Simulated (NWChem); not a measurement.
# H2S (hydrogen sulfide) at 5 levels

We compute a comparison of 5 runs (B2PLYP/aug-cc-pVTZ, BHLYP/aug-cc-pVTZ, CAM-B3LYP/aug-cc-pVTZ, M06-2X/aug-cc-pVTZ, wB97X/aug-cc-pVTZ) of H2S (hydrogen sulfide). 

Program for the calculation: NWChem 7.3.0.

### 1 The structure to begin with

H2S: 3 atoms, total charge 0, spin state singlet. SMILES: `S`. Geometry: relaxed at PBE0-D4/def2-TZVP.

Bond lengths: S1–H2 1.341 Å, S1–H3 1.341 Å. Angles: H2–S1–H3 92.3°.

### 2 The energy at B2PLYP/aug-cc-pVTZ (run 1)

Input file struct.nw:

```
START struct
TITLE "H2S energy"
memory 2200 mb

GEOMETRY noautosym nocenter noautoz
S     0.495500   -0.280600    0.243900
H     0.097900    0.997700    0.162400
H    -0.593400   -0.717100   -0.406300
END

BASIS spherical bse
* library aug-cc-pVTZ
END

DFT
xc hfexch 0.53 becke88 0.47 lyp 0.73 mp2 0.27
dftmp2 semidirect
grid fine
convergence energy 1e-08
iterations 100
mulliken
END

MP2
freeze core 5
END

TASK dft
```

On the command line:

```bash
$ nwchem struct.nw > struct.out
```

What it wrote:

```text
[...]
          Wavefunction type:  closed shell.
          No. of atoms     :     3
          No. of electrons :    18
[...]
          Charge           :     0
          Spin multiplicity:     1
[...]
          AO basis - number of functions:    96
[...]
              XC Information
              --------------
                     Hartree-Fock (Exact) Exchange  0.530
                    Becke 1988 Exchange Functional  0.470
              Lee-Yang-Parr Correlation Functional  0.730
[...]
 d= 0,ls=0.0,diis     1   -399.2002270164 -4.12D+02  3.18D-03  1.42D-01     2.1
[...]
 d= 0,ls=0.0,diis     7   -399.2176565601 -6.68D-09  2.04D-07  3.13D-10     9.9
         Total DFT energy =     -399.217656560109
      One electron energy =     -576.637685861582
           Coulomb energy =      190.724973383403
    Exchange-Corr. energy =      -26.204024495151
 Nuclear repulsion energy =       12.899080413221
[...]
      Total Density - Mulliken Population Analysis
     ---------------------------------------------
    Atom       Charge   Shell Charges
 -----------   ------   -------------------------------------------------------
    1 S   16    16.27   2.00  1.86  0.22  1.12  0.62  0.01  5.81  0.88  2.39  1.24  0.03  0.03  0.05  0.01  0.01  0.00
    2 H    1     0.86   0.24  0.47  0.08  0.00  0.01  0.04  0.02  0.00  0.01
    3 H    1     0.86   0.24  0.47  0.08  0.00  0.01  0.04  0.02  0.00  0.01
[...]
  Basis functions       =     96
[...]
```

Run time: 13 s. Hardware: 1 thread of Intel Xeon 6975P-C (Granite Rapids), shared host; peak memory 0.16 GiB.

### 3 Energy and forces at BHLYP/aug-cc-pVTZ (run 2)

Input file run.py:

```python
from ase import Atoms
from ase.calculators.nwchem import NWChem

mol = Atoms(['S', 'H', 'H'], positions=[
    [0.495500, -0.280600, 0.243900],
    [0.097900, 0.997700, 0.162400],
    [-0.593400, -0.717100, -0.406300],
])

calc = NWChem(
    label='h2s',
    theory='dft',
    memory='2200 mb',
    basis='aug-cc-pVTZ',
    basispar='spherical bse',
    dft={'xc': 'bhlyp', 'mult': '1', 'grid': 'fine', 'convergence': 'energy 1e-08', 'iterations': '100', 'mulliken': None},
)
mol.calc = calc

forces = mol.get_forces()
print("Total energy (eV):", round(mol.get_potential_energy(), 6))
print("forces (eV/A):")
for s, f in zip(mol.symbols, forces):
    print(f"{s:2s} {f[0]:10.5f} {f[1]:10.5f} {f[2]:10.5f}")
print("dipole (e A):", mol.get_dipole_moment().round(4))
```

On the command line:

```bash
$ export ASE_NWCHEM_COMMAND="nwchem PREFIX.nwi > PREFIX.nwo"
$ python run.py
```

What it wrote:

```text
Total energy (eV): -10868.414427
forces (eV/A):
S    -0.29059    0.16285   -0.14321
H     0.10464   -0.18044    0.03836
H     0.18594    0.01759    0.10485
dipole (e A): [-0.1721  0.0975 -0.0847]
```

The calculator wrote h2s.nwi:

```
title "h2s"

permanent_dir h2s

scratch_dir h2s

start h2s

geometry units angstrom nocenter noautosym noautoz
  S  4.9550000000000000e-01 -2.8060000000000002e-01 2.4390000000000001e-01
  H  9.7900000000000001e-02 9.9770000000000003e-01 1.6239999999999999e-01
  H  -5.9340000000000004e-01 -7.1709999999999996e-01 -4.0629999999999999e-01
end

memory 2200 mb

basis spherical bse noprint
   * library aug-cc-pVTZ
end

dft
  xc bhlyp
  mult 1
  grid fine
  convergence energy 1e-08
  iterations 100
  mulliken
end

task dft gradient
```

h2s.nwo:

```text
Northwest Computational Chemistry Package (NWChem) 7.3.0
             --------------------------------------------------------

           Job information
           ---------------

    nwchem branch   = 7.3.0
    use scalapack   = T
    input           = h2s.nwi
    prefix          = h2s.
    data base       = h2s/h2s.db
    status          = startup
    nproc           =        1

           Memory information
           ------------------

    heap     =     72089594 doubles =      550.0 Mbytes
    stack    =     72089599 doubles =      550.0 Mbytes
    global   =    144179200 doubles =     1100.0 Mbytes (distinct from heap & stack)
    total    =    288358393 doubles =     2200.0 Mbytes
    verify   = yes
    hardfail = no

[... 85 lines left out ...]
  convergence criterion.
[... 38 lines left out ...]
          Spatial weights used:  Erf1
[... 68 lines left out ...]
         Total DFT energy =     -399.406866556807
[... 3 lines left out ...]
 Nuclear repulsion energy =       12.899080413221
[... 743 lines left out ...]
          Convergence on gradient requested:  5.00D-04
[... 25 lines left out ...]
          total energy or number of iterations.
[... 21 lines left out ...]
                                        h2s

  charge          =   0.00
  wavefunction    = closed shell

                         DFT ENERGY GRADIENTS

    atom               coordinates                        gradient
                 x          y          z           x          y          z
   1 S       0.936359  -0.530257   0.460904    0.005651  -0.003167   0.002785
   2 H       0.185004   1.885380   0.306892   -0.002035   0.003509  -0.000746
   3 H      -1.121363  -1.355123  -0.767796   -0.003616  -0.000342  -0.002039

                 ----------------------------------------
                 |  Time  |  1-e(secs)   |  2-e(secs)   |
                 ----------------------------------------
                 |  CPU   |       0.00   |       5.23   |
                 ----------------------------------------
                 |  WALL  |       0.00   |       5.23   |
                 ----------------------------------------

 Task  times  cpu:       16.2s     wall:       16.2s
 Total times  cpu:       16.2s     wall:       16.2s
```

Run time: 18 s. Hardware: 1 thread of Intel Xeon 6975P-C (Granite Rapids), shared host; peak memory 0.12 GiB.

### 4 Energy and gradient at CAM-B3LYP/aug-cc-pVTZ (run 3)

Input file h2s.nw:

```
start h2s
title "H2S"
memory stack 880 mb heap 220 mb global 1100 mb

geometry units au noautosym nocenter noautoz
 S    0.93635929  -0.53025715   0.46090420
 H    0.18500419   1.88537975   0.30689152
 H   -1.12136348  -1.35512260  -0.76779572
end

basis spherical bse
 * library aug-cc-pVTZ
end

dft
 xc xcamb88 1.00 lyp 0.81 vwn_5 0.19 hfexch 1.00
 cam 0.33 cam_alpha 0.19 cam_beta 0.46
 grid fine
 convergence energy 1e-08
 direct
 maxiter 100
 mulliken
end

task dft gradient
```

On the command line:

```bash
$ nwchem h2s.nw > h2s.out
```

What it wrote:

```text
[...]
          Wavefunction type:  closed shell.
          No. of atoms     :     3
          No. of electrons :    18
[...]
          Charge           :     0
          Spin multiplicity:     1
[...]
          AO basis - number of functions:    96
[...]
              XC Information
              --------------
                     Hartree-Fock (Exact) Exchange  1.000
                   CAM-Becke88 Exchange Functional  1.000
                      VWN V Correlation Functional  0.190 local
              Lee-Yang-Parr Correlation Functional  0.810
[...]
 d= 0,ls=0.0,diis     1   -399.4002002381 -4.12D+02  4.12D-03  2.80D-01     5.1
[...]
 d= 0,ls=0.0,diis     8   -399.4197678804 -2.42D-10  5.91D-08  1.50D-11    37.2
         Total DFT energy =     -399.419767880401
      One electron energy =     -576.656813506617
           Coulomb energy =      190.729105551055
    Exchange-Corr. energy =      -26.391139452070
 Nuclear repulsion energy =       12.899079527232
[...]
      Total Density - Mulliken Population Analysis
     ---------------------------------------------
    Atom       Charge   Shell Charges
 -----------   ------   -------------------------------------------------------
    1 S   16    16.24   2.00  1.83  0.25  1.11  0.62  0.01  5.81  0.93  2.33  1.22  0.04  0.03  0.04  0.01  0.01 -0.00
    2 H    1     0.88   0.24  0.47  0.09  0.00  0.01  0.04  0.02  0.00  0.01
    3 H    1     0.88   0.24  0.47  0.09  0.00  0.01  0.04  0.02  0.00  0.01
[...]
  wavefunction    = closed shell
[...]
                         DFT ENERGY GRADIENTS
    atom               coordinates                        gradient
                 x          y          z           x          y          z
   1 S       0.936359  -0.530257   0.460904    0.001024  -0.000547   0.000508
   2 H       0.185004   1.885380   0.306892   -0.000565   0.000106  -0.000301
   3 H      -1.121363  -1.355123  -0.767796   -0.000459   0.000441  -0.000206
[...]
```

It took 69 s on 1 thread of Intel Xeon 6975P-C (Granite Rapids), shared host; peak memory 0.12 GiB.

Run 4 isn't shown in full; the table further down has it.

### 5 Energy and gradient at wB97X/aug-cc-pVTZ (run 5)

Input file run.py:

```python
from ase import Atoms
from ase.calculators.nwchem import NWChem

system = Atoms(['S', 'H', 'H'], positions=[
    [0.495500, -0.280600, 0.243900],
    [0.097900, 0.997700, 0.162400],
    [-0.593400, -0.717100, -0.406300],
])

calc = NWChem(
    label='h2s',
    theory='dft',
    memory='2200 mb',
    basis='aug-cc-pVTZ',
    basispar='spherical bse',
    dft={'xc': 'wb97x', 'mult': '1', 'grid': 'fine', 'convergence': 'energy 1e-08', 'iterations': '100', 'mulliken': None},
)
system.calc = calc

forces = system.get_forces()
print("Total energy (eV):", round(system.get_potential_energy(), 6))
print("forces (eV/A):")
for s, f in zip(system.symbols, forces):
    print(f"{s:2s} {f[0]:10.5f} {f[1]:10.5f} {f[2]:10.5f}")
print("dipole (e A):", system.get_dipole_moment().round(4))
```

On the command line:

```bash
$ export ASE_NWCHEM_COMMAND="nwchem PREFIX.nwi > PREFIX.nwo"
$ python run.py
```

What it wrote:

```text
Total energy (eV): -10868.399644
forces (eV/A):
S    -0.10362    0.05698   -0.05116
H     0.03980   -0.05641    0.01594
H     0.06381   -0.00057    0.03528
dipole (e A): [-0.1788  0.1013 -0.088 ]
```

The calculator wrote h2s.nwi:

```
title "h2s"

permanent_dir h2s

scratch_dir h2s

start h2s

geometry units angstrom nocenter noautosym noautoz
  S  4.9550000000000000e-01 -2.8060000000000002e-01 2.4390000000000001e-01
  H  9.7900000000000001e-02 9.9770000000000003e-01 1.6239999999999999e-01
  H  -5.9340000000000004e-01 -7.1709999999999996e-01 -4.0629999999999999e-01
end

memory 2200 mb

basis spherical bse noprint
   * library aug-cc-pVTZ
end

dft
  xc wb97x
  mult 1
  grid fine
  convergence energy 1e-08
  iterations 100
  mulliken
end

task dft gradient
```

h2s.nwo:

```text
Northwest Computational Chemistry Package (NWChem) 7.3.0
             --------------------------------------------------------

           Job information
           ---------------

    nwchem branch   = 7.3.0
    use scalapack   = T
    input           = h2s.nwi
    prefix          = h2s.
    data base       = h2s/h2s.db
    status          = startup
    nproc           =        1

           Memory information
           ------------------

    heap     =     72089594 doubles =      550.0 Mbytes
    stack    =     72089599 doubles =      550.0 Mbytes
    global   =    144179200 doubles =     1100.0 Mbytes (distinct from heap & stack)
    total    =    288358393 doubles =     2200.0 Mbytes
    verify   = yes
    hardfail = no

[... 86 lines left out ...]
  convergence criterion.
[... 45 lines left out ...]
          Spatial weights used:  Erf1
[... 70 lines left out ...]
         Total DFT energy =     -399.406323305919
[... 3 lines left out ...]
 Nuclear repulsion energy =       12.899080413221
[... 743 lines left out ...]
          Convergence on gradient requested:  5.00D-04
[... 31 lines left out ...]
          total energy or number of iterations.
[... 29 lines left out ...]
  int_init: cando_txs set to always be  F
  intd_init: cando_txs set to always be  F

                         DFT ENERGY GRADIENTS

    atom               coordinates                        gradient
                 x          y          z           x          y          z
   1 S       0.936359  -0.530257   0.460904    0.002015  -0.001108   0.000995
   2 H       0.185004   1.885380   0.306892   -0.000774   0.001097  -0.000310
   3 H      -1.121363  -1.355123  -0.767796   -0.001241   0.000011  -0.000686

                 ----------------------------------------
                 |  Time  |  1-e(secs)   |  2-e(secs)   |
                 ----------------------------------------
                 |  CPU   |       0.00   |      26.53   |
                 ----------------------------------------
                 |  WALL  |       0.00   |      26.53   |
                 ----------------------------------------

 Task  times  cpu:       61.7s     wall:       61.7s
 Total times  cpu:       61.7s     wall:       61.7s
```

It took 63 s on 1 thread of Intel Xeon 6975P-C (Granite Rapids), shared host; peak memory 0.12 GiB.

### 6 Overview of the runs

| run | level | task | frozen core orbitals | energy (Eh) | dipole moment (D) | HOMO energy (eV) | LUMO energy (eV) | wall time |
| --- | --- | --- | --- | --- | --- | --- | --- | --- |
| 1 | B2PLYP/aug-cc-pVTZ | energy | 5 | -399.281992 | 1.03 | -8.64 | 0.09 | 13 s |
| 2 | BHLYP/aug-cc-pVTZ | gradient | – | -399.406867 | 1.03 | -8.69 | -0.03 | 18 s |
| 3 | CAM-B3LYP/aug-cc-pVTZ | gradient | – | -399.419768 | 1.04 | -8.95 | 0.09 | 69 s |
| 4 | M06-2X/aug-cc-pVTZ | gradient | – | -399.386982 | 1.02 | – | – | 20 s |
| 5 | wB97X/aug-cc-pVTZ | gradient | – | -399.406323 | 1.07 | -10.02 | 0.94 | 63 s |

### 7 Outcome

| quantity | value |
| --- | --- |
| run 5: total energy | -399.40632 Eh |
| run 5: dipole moment | 1.07 D |
| run 5: HOMO energy | -10.02 eV |
| run 5: LUMO energy | 0.94 eV |
| run 5: HOMO–LUMO gap | 10.95 eV |
| run 5: largest force on an atom | 0.129 eV/Å |

What this shows: The dipole moment (its size) runs from 1.02 D (M06-2X/aug-cc-pVTZ) to 1.07 D (wB97X/aug-cc-pVTZ). Over runs 1, 2, 3, 5 the HOMO–LUMO gap runs from 8.67 eV (BHLYP/aug-cc-pVTZ) to 10.95 eV (wB97X/aug-cc-pVTZ). Totals of different functionals can't be ranked against each other. All runs together took 3 min, the longest 69 s.
